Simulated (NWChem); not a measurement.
# CH4O (methanol) at 6 levels

Aim: a comparison of 6 runs (B3LYP/def2-TZVP, PBE0/def2-TZVP, BHLYP/def2-TZVP, CAM-B3LYP/def2-TZVP, M06-2X/def2-TZVP, M06-L/def2-TZVP) of CH4O (methanol). 

Program for the calculation: NWChem 7.3.0.

1 further run of the same task is left out (set aside as unsound or not needed).

## Step 1: The structure to begin with

The species is CH4O (6 atoms), meant as a singlet with charge 0. SMILES: `CO`. Geometry: relaxed at PBE0-D4/def2-TZVP.

Bond lengths: C1–O2 1.409 Å, C1–H3 1.090 Å, C1–H4 1.097 Å, C1–H5 1.097 Å, O2–H6 0.959 Å. Angles: C1–O2–H6 108.5°, O2–C1–H3 107.0°, O2–C1–H4 112.4°, O2–C1–H5 112.4°, H3–C1–H4 108.1°, H3–C1–H5 108.1°, H4–C1–H5 108.6°.

## Step 2: Energy and forces at B3LYP/def2-TZVP (run 1)

Input file run.py:

```python
from ase import Atoms
from ase.calculators.nwchem import NWChem

system = Atoms('COHHHH', positions=[
    [-0.088400, -0.207400, -0.275700],
    [-0.165000, 0.316500, 1.030100],
    [-0.864700, -0.968400, -0.360900],
    [0.878800, -0.683600, -0.479200],
    [-0.272700, 0.554400, -1.043400],
    [0.512100, 0.988500, 1.129100],
])

calc = NWChem(
    label='calc',
    theory='dft',
    memory='2200 mb',
    basis='def2-TZVP',
    basispar='spherical bse',
    dft={'xc': 'b3lyp', 'mult': '1', 'grid': 'xfine', 'convergence': 'energy 1e-08', 'iterations': '100', 'mulliken': None, 'print': 'low'},
)
system.calc = calc

forces = system.get_forces()
e = system.get_potential_energy()
print(f"E = {e:.6f} eV")
print("forces (eV/A):")
for s, f in zip(system.symbols, forces):
    print(f"{s:2s} {f[0]:10.5f} {f[1]:10.5f} {f[2]:10.5f}")
```

Started as:

```sh
$ export ASE_NWCHEM_COMMAND="nwchem PREFIX.nwi > PREFIX.nwo"
$ python run.py
```

The log of the run:

```text
E = -3150.414092 eV
forces (eV/A):
C    -0.01825   -0.17720   -0.35101
O    -0.08891    0.04170    0.27434
H     0.01769    0.01666   -0.00082
H    -0.01466    0.01023    0.00098
H     0.00643   -0.01244    0.01116
H     0.09770    0.12100    0.06536
```

The calculator wrote calc.nwi:

```
title "calc"

permanent_dir calc

scratch_dir calc

start calc

geometry units angstrom nocenter noautosym noautoz
  C  -8.8400000000000006e-02 -2.0740000000000000e-01 -2.7570000000000000e-01
  O  -1.6500000000000001e-01 3.1650000000000000e-01 1.0301000000000000e+00
  H  -8.6470000000000002e-01 -9.6840000000000004e-01 -3.6090000000000000e-01
  H  8.7880000000000003e-01 -6.8359999999999999e-01 -4.7920000000000001e-01
  H  -2.7270000000000000e-01 5.5440000000000000e-01 -1.0434000000000001e+00
  H  5.1210000000000000e-01 9.8850000000000005e-01 1.1291000000000000e+00
end

memory 2200 mb

basis spherical bse noprint
   * library def2-TZVP
end

dft
  xc b3lyp
  mult 1
  grid xfine
  convergence energy 1e-08
  iterations 100
  mulliken
  print low
end

task dft gradient
```

calc.nwo:

```text
Northwest Computational Chemistry Package (NWChem) 7.3.0
             --------------------------------------------------------

           Job information
           ---------------

    nwchem branch   = 7.3.0
    use scalapack   = T
    input           = calc.nwi
    prefix          = calc.
    data base       = calc/calc.db
    status          = startup
    nproc           =        1

           Memory information
           ------------------

    heap     =     72089596 doubles =      550.0 Mbytes
    stack    =     72089601 doubles =      550.0 Mbytes
    global   =    144179200 doubles =     1100.0 Mbytes (distinct from heap & stack)
    total    =    288358397 doubles =     2200.0 Mbytes
    verify   = yes
    hardfail = no

[... 38 lines left out ...]
            Nuclear Dipole moment (a.u.)
[... 72 lines left out ...]
   convergence    iter        energy       DeltaE   RMS-Dens  Diis-err    time
[... 11 lines left out ...]
         Total DFT energy =     -115.775583396587
      One electron energy =     -237.318580683528
           Coulomb energy =       96.614876863012
    Exchange-Corr. energy =      -15.529885113104
 Nuclear repulsion energy =       40.458005537033
[... 31 lines left out ...]
                         DFT ENERGY GRADIENTS

    atom               coordinates                        gradient
                 x          y          z           x          y          z
   1 C      -0.167052  -0.391929  -0.520997    0.000355   0.003446   0.006826
   2 O      -0.311805   0.598098   1.946607    0.001729  -0.000811  -0.005335
   3 H      -1.634046  -1.830011  -0.682002   -0.000344  -0.000324   0.000016
   4 H       1.660691  -1.291817  -0.905557    0.000285  -0.000199  -0.000019
   5 H      -0.515328   1.047664  -1.971740   -0.000125   0.000242  -0.000217
   6 H       0.967729   1.867994   2.133690   -0.001900  -0.002353  -0.001271

 Task  times  cpu:       24.6s     wall:       24.6s
 Total times  cpu:       24.6s     wall:       24.6s
```

Wall time 26 s (1 thread of Intel Xeon Platinum 8488C (Sapphire Rapids), shared host); peak memory 0.15 GiB.

## Step 3: Energy and gradient at PBE0/def2-TZVP (run 2)

Input file ch4o.nw:

```
start ch4o
title "CH4O PBE0"
memory total 2200 mb
charge 0

geometry noautosym nocenter noautoz
  C       -0.088400      -0.207400      -0.275700
  O       -0.165000       0.316500       1.030100
  H       -0.864700      -0.968400      -0.360900
  H        0.878800      -0.683600      -0.479200
  H       -0.272700       0.554400      -1.043400
  H        0.512100       0.988500       1.129100
end

basis "ao basis" spherical bse
  C library def2-TZVP
  O library def2-TZVP
  H library def2-TZVP
end

dft
  xc pbe0
  grid xfine
  convergence energy 1e-08
  iterations 100
  mulliken
  print low
end

task dft gradient
```

Started as:

```sh
$ nwchem ch4o.nw > ch4o.out
```

The log of the run:

```text
[...]
 d= 0,ls=0.0,diis     1   -115.5978398954 -1.56D+02  6.51D-03  4.30D-01     3.3
[...]
 d= 0,ls=0.0,diis     8   -115.6372631313 -1.17D-09  6.25D-07  1.65D-08    19.9
         Total DFT energy =     -115.637263131304
      One electron energy =     -237.307195056410
           Coulomb energy =       96.598968262853
    Exchange-Corr. energy =      -15.387041874780
 Nuclear repulsion energy =       40.458005537033
[...]
      Total Density - Mulliken Population Analysis
     ---------------------------------------------
    Atom       Charge   Shell Charges
 -----------   ------   -------------------------------------------------------
    1 C    6     6.19   0.85  1.12  0.51  0.64  0.10  1.29  1.25  0.33  0.02  0.07  0.01
    2 O    8     8.46   0.79  1.18  0.58  0.93  0.31  1.90  1.92  0.82  0.00  0.03  0.00
    3 H    1     0.87   0.27  0.48  0.10  0.02
    4 H    1     0.89   0.27  0.48  0.12  0.02
    5 H    1     0.89   0.27  0.48  0.12  0.02
    6 H    1     0.69   0.26  0.34  0.04  0.05
[...]
                         DFT ENERGY GRADIENTS
    atom               coordinates                        gradient
                 x          y          z           x          y          z
   1 C      -0.167052  -0.391929  -0.520997   -0.000009  -0.000013  -0.000024
   2 O      -0.311805   0.598098   1.946607    0.000089   0.000114   0.000029
   3 H      -1.634046  -1.830011  -0.682002    0.000008  -0.000012  -0.000017
   4 H       1.660691  -1.291817  -0.905557   -0.000015  -0.000001  -0.000014
   5 H      -0.515328   1.047664  -1.971740    0.000000  -0.000018  -0.000003
   6 H       0.967729   1.867994   2.133690   -0.000073  -0.000070   0.000029
 Task  times  cpu:       25.4s     wall:       25.4s
 Total times  cpu:       25.4s     wall:       25.4s
```

Wall time 26 s (1 thread of Intel Xeon Platinum 8488C (Sapphire Rapids), shared host); peak memory 0.14 GiB.

Runs 3 to 5 aren't shown in full; the table further down has their settings and results.

## Step 4: Energy and gradient at M06-L/def2-TZVP (run 6)

Input file run.py:

```python
from ase import Atoms
from ase.calculators.nwchem import NWChem

molecule = Atoms(['C', 'O', 'H', 'H', 'H', 'H'], positions=[
    [-0.088400, -0.207400, -0.275700],
    [-0.165000, 0.316500, 1.030100],
    [-0.864700, -0.968400, -0.360900],
    [0.878800, -0.683600, -0.479200],
    [-0.272700, 0.554400, -1.043400],
    [0.512100, 0.988500, 1.129100],
])

calc = NWChem(
    label='sp',
    theory='dft',
    memory='2200 mb',
    basis='def2-TZVP',
    basispar='spherical bse',
    dft={'xc': 'm06-l', 'mult': '1', 'grid': 'xfine', 'convergence': 'energy 1e-08', 'iterations': '100', 'mulliken': None},
)
molecule.calc = calc

forces = molecule.get_forces()
e = molecule.get_potential_energy()
print(f"E = {e:.6f} eV")
print("forces (eV/A):")
for s, f in zip(molecule.symbols, forces):
    print(f"{s:2s} {f[0]:10.5f} {f[1]:10.5f} {f[2]:10.5f}")
print("dipole (e A):", molecule.get_dipole_moment().round(4))
```

Started as:

```sh
$ export ASE_NWCHEM_COMMAND="nwchem PREFIX.nwi > PREFIX.nwo"
$ python run.py
```

The log of the run:

```text
E = -3149.688269 eV
forces (eV/A):
C     0.02828    0.03255    0.01502
O    -0.09359   -0.06361    0.05291
H     0.06464    0.06006   -0.00149
H    -0.06474    0.01646   -0.03255
H     0.01743   -0.07184    0.00746
H     0.04793    0.02638   -0.04134
dipole (e A): [ 0.2291  0.117  -0.2085]
```

The calculator wrote sp.nwi:

```
title "sp"

permanent_dir sp

scratch_dir sp

start sp

geometry units angstrom nocenter noautosym noautoz
  C  -8.8400000000000006e-02 -2.0740000000000000e-01 -2.7570000000000000e-01
  O  -1.6500000000000001e-01 3.1650000000000000e-01 1.0301000000000000e+00
  H  -8.6470000000000002e-01 -9.6840000000000004e-01 -3.6090000000000000e-01
  H  8.7880000000000003e-01 -6.8359999999999999e-01 -4.7920000000000001e-01
  H  -2.7270000000000000e-01 5.5440000000000000e-01 -1.0434000000000001e+00
  H  5.1210000000000000e-01 9.8850000000000005e-01 1.1291000000000000e+00
end

memory 2200 mb

basis spherical bse noprint
   * library def2-TZVP
end

dft
  xc m06-l
  mult 1
  grid xfine
  convergence energy 1e-08
  iterations 100
  mulliken
end

task dft gradient
```

sp.nwo:

```text
Northwest Computational Chemistry Package (NWChem) 7.3.0
             --------------------------------------------------------

           Job information
           ---------------

    nwchem branch   = 7.3.0
    use scalapack   = T
    input           = sp.nwi
    prefix          = sp.
    data base       = sp/sp.db
    status          = startup
    nproc           =        1

           Memory information
           ------------------

    heap     =     72089596 doubles =      550.0 Mbytes
    stack    =     72089601 doubles =      550.0 Mbytes
    global   =    144179200 doubles =     1100.0 Mbytes (distinct from heap & stack)
    total    =    288358397 doubles =     2200.0 Mbytes
    verify   = yes
    hardfail = no

[... 102 lines left out ...]
  convergence criterion.
[... 37 lines left out ...]
          Spatial weights used:  Erf1
[... 80 lines left out ...]
         Total DFT energy =     -115.748909882987
[... 3 lines left out ...]
 Nuclear repulsion energy =       40.458005537033
[... 676 lines left out ...]
          Convergence on gradient requested:  5.00D-04
[... 24 lines left out ...]
          total energy or number of iterations.
[... 37 lines left out ...]
                 ----------------------------------------
                 |  Time  |  1-e(secs)   |  2-e(secs)   |
                 ----------------------------------------
                 |  CPU   |       0.01   |       4.84   |
                 ----------------------------------------
                 |  WALL  |       0.01   |       4.84   |
                 ----------------------------------------

 Task  times  cpu:       61.2s     wall:       61.2s
 Total times  cpu:       61.3s     wall:       61.3s
```

Run time: 63 s. Hardware: 1 thread of Intel Xeon Platinum 8488C (Sapphire Rapids), shared host; peak memory 0.14 GiB.

## Step 5: All runs side by side

```csv
run,level,energy (Eh),largest force (eV/Å),wall time
1,B3LYP/def2-TZVP,-115.775583,0.394,26 s
2,PBE0/def2-TZVP,-115.637263,0.008,26 s
3,BHLYP/def2-TZVP,-115.704399,0.541,26 s
4,CAM-B3LYP/def2-TZVP,-115.721711,0.260,62 s
5,M06-2X/def2-TZVP,-115.715183,0.255,34 s
6,M06-L/def2-TZVP,-115.748910,0.125,63 s
```

## Step 6: Outcome

```
                       quantity          value
            run 6: total energy  -115.74891 Eh
           run 6: dipole moment         1.59 D
             run 6: HOMO energy       -6.46 eV
             run 6: LUMO energy        1.09 eV
           run 6: HOMO–LUMO gap        7.55 eV
run 6: largest force on an atom     0.125 eV/Å
```

What this shows: Over runs 3, 4, 5, 6 the dipole moment (its size) runs from 1.59 D (M06-L/def2-TZVP) to 1.75 D (BHLYP/def2-TZVP). Over runs 3, 4, 5, 6 the HOMO–LUMO gap runs from 7.55 eV (M06-L/def2-TZVP) to 11.32 eV (M06-2X/def2-TZVP). Totals of different functionals can't be ranked against each other. All runs together took 4 min, the longest 63 s.
